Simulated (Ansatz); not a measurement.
# H3P, SMILES P: harmonic frequencies at the relaxed geometry

Program: Ansatz 0.2.0, Python API.

The cells in order, each with its output:

**Cell 1**
```python
from dataclasses import dataclass
import itertools
import warnings

import ansatz as az
from ase import Atoms
from ase.data import atomic_numbers, covalent_radii
from ase.thermochemistry import IdealGasThermo
import numpy as np
```

**Cell 2**
```python
@dataclass
class Settings:
    basis_set: str = "def2-SVP"
    functional: str = "r2scan"
```

**Cell 3**
```python
settings = Settings()

warnings.simplefilter("ignore", az.DeckWarning)
```

**Cell 4**
```python
geometry_ang = [
    ("P", (0.34293, -0.32404, -0.32834)),
    ("H", (0.6129, -0.03052, 1.00052)),
    ("H", (-0.98013, -0.64115, -0.05564)),
    ("H", (0.0243, 0.9957, -0.61653)),
]
h3p = az.Crystal.molecule()
for symbol, xyz in geometry_ang:
    h3p = h3p.atom(symbol, xyz)
```

**Cell 5**
```python
base = h3p.calculation()
base = base.basis(gaussian=settings.basis_set).functional(settings.functional)
base = base.accuracy("medium")
symbols = [site.symbol for site in h3p.cartesian_sites]
start = np.array([site.position_ang for site in h3p.cartesian_sites], dtype=float)
summary = base.relax(force_tolerance=0.003).run(threads=1).report
end = np.array(summary["positions_ang"])
```

**Cell 6**
```python
# pairs closer than 1.2 times the sum of covalent radii, before or after
radius = [covalent_radii[atomic_numbers[s]] for s in symbols]
span = lambda where, i, j: np.linalg.norm(where[i] - where[j])
bonded = [(i, j) for i, j in itertools.combinations(range(len(symbols)), 2) if min(span(start, i, j), span(end, i, j)) < 1.2 * (radius[i] + radius[j])]
print("pair        before    after (A)")
for i, j in bonded:
    print(f"{symbols[i]}{i}-{symbols[j]}{j}".ljust(10), f"{span(start, i, j):8.4f} {span(end, i, j):8.4f}")
```
Output:
```text
pair        before    after (A)
P0-H1        1.3874   1.4293
P0-H2        1.3876   1.4293
P0-H3        1.3879   1.4292
```

**Cell 7**
```python
# same settings at the minimum
minimum = az.Crystal.molecule()
for symbol, place in zip(symbols, end):
    minimum = minimum.atom(symbol, place.tolist())
vibrating = (
    minimum.calculation()
    .basis(gaussian=settings.basis_set)
    .functional(settings.functional)
    .accuracy("medium")
    .phonons(temperatures=(100, 500, 100))
)
vib = vibrating.run(threads=1).report["vibrations"]
sums = vib["harmonic_sums"]
modes = [m["omega_inv_cm"] for m in sums["modes_at_gamma"] if m["rigid_motion"] == "no"]
print("frequencies (1/cm):", " ".join(f"{w:.0f}" for w in modes))
print("imaginary modes:", sum(w < 0 for w in modes), " zero-point energy:", round(sums["zero_point_energy_ev"], 4), "eV")
# rigid rotor and ideal gas, symmetry number taken as one
gas = IdealGasThermo(vib_energies=[w / 8065.544 for w in modes if w > 0], geometry="linear" if len(modes) == 3 * len(symbols) - 5 else "nonlinear",
                     atoms=Atoms(symbols, positions=end), symmetrynumber=1, spin=0.0)
print(f"H(298 K) - E = {gas.get_enthalpy(298.15, verbose=False):.4f} eV")
print(f"S(298 K, 1 bar) = {96485.33 * gas.get_entropy(298.15, 1e5, verbose=False):.1f} J/(mol K) with symmetry number 1")
```
Output:
```text
frequencies (1/cm): 1003 1123 1123 2389 2409 2409
imaginary modes: 0  zero-point energy: 0.6482 eV
H(298 K) - E = 0.7532 eV
S(298 K, 1 bar) = 219.5 J/(mol K) with symmetry number 1
```

**Cell 8**
```python
# all hydrogen replaced by deuterium
heavier = vibrating.phonons(masses={"H": 2.014102}).run(threads=1).report["vibrations"]["harmonic_sums"]
print("deuterated (1/cm):", " ".join(f"{m['omega_inv_cm']:.0f}" for m in heavier["modes_at_gamma"] if m["rigid_motion"] == "no"))
print("zero-point energy falls by", round(sums["zero_point_energy_ev"] - heavier["zero_point_energy_ev"], 4), "eV")
```
Output:
```text
deuterated (1/cm): 731 801 801 1711 1731 1732
zero-point energy falls by 0.1827 eV
```

These settings explore the input space; basis and method may be short of convergence. The frequencies are harmonic and unscaled, in a modest basis. The result belongs to the one conformer reached from this start, and soft torsions count as harmonic oscillators. The entropy takes a symmetry number of 1; a symmetric molecule's is lower by R ln(sigma). It ran for 27 s on 1 thread of Arm Neoverse V1 (shared host), peak memory 0.21 GiB.

(Lines on the test bed's own set-up are left out of the output.)
